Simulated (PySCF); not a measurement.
Computed data sheet: `C/N=C/COC`

Species: C4H9NO.
Structure used (GFN2-xTB), in Å, numbered top down from 1:
```
atom  x, y, z in Å
C1     2.561    0.743    0.033
N2     1.416    0.146   -0.577
C3     0.530   -0.403    0.119
C4    -0.644   -1.084   -0.520
O5    -1.827   -0.996    0.239
C6    -2.381    0.297    0.264
H7     3.445    0.204   -0.313
H8     2.639    1.770   -0.325
H9     2.534    0.733    1.131
H10    0.555   -0.448    1.219
H11   -0.788   -0.690   -1.536
H12   -0.425   -2.155   -0.587
H13   -1.711    1.017    0.748
H14   -2.602    0.652   -0.750
H15   -3.306    0.223    0.833
```

Structural features include: imine and ether.

From GFN2-xTB geometry:

```yaml
Point_group_of_the_GFN2-xTB_geometry: C1
Rotational_constants_A_B_C_of_the_GFN2-xTB_geometry: 9.987, 1.634, 1.513 GHz
```

wB97X-D/def2-SVPD ground state and vertical TDDFT (core frozen in the response) (PySCF):

```yaml
Dipole_moment: 1.29 D
HOMO_energy: -9.09 eV
LUMO_energy: 1.58 eV
HOMO–LUMO_gap: 10.67 eV
Lowest_singlet_excitation: 5.06 eV (245 nm, f = 0.001)
Strongest_line_among_the_8_lowest_singlet_transitions: S4 at 7.73 eV (160 nm, f = 0.218)
Lowest_triplet_excitation_Tamm–Dancoff: 4.32 eV
Static_isotropic_polarisability: 63.8 au
Electronic_spatial_extent_⟨r²⟩_about_the_centre_of_nuclear_charge: 820 bohr²
```

Monoisotopic mass (most abundant isotopes): 87.0684 u.

 S1 lies 5.61 eV below the HOMO–LUMO gap; its leading configuration is HOMO→LUMO, weight 0.89. No computed singlet falls in the visible range (750 to 380 nm, 1.65 to 3.26 eV); S1 lies 1.80 eV above its blue end. The polarisability is 9.45 Å³ as a volume (1 au = 0.148185 Å³), or 1.33 au for each of the 48 electrons. The 8 singlets span 5.06 to 8.47 eV, and their oscillator strengths add up to 0.54.

The structure is a single GFN2-xTB conformer in the gas phase; no vibrational or solvent corrections.
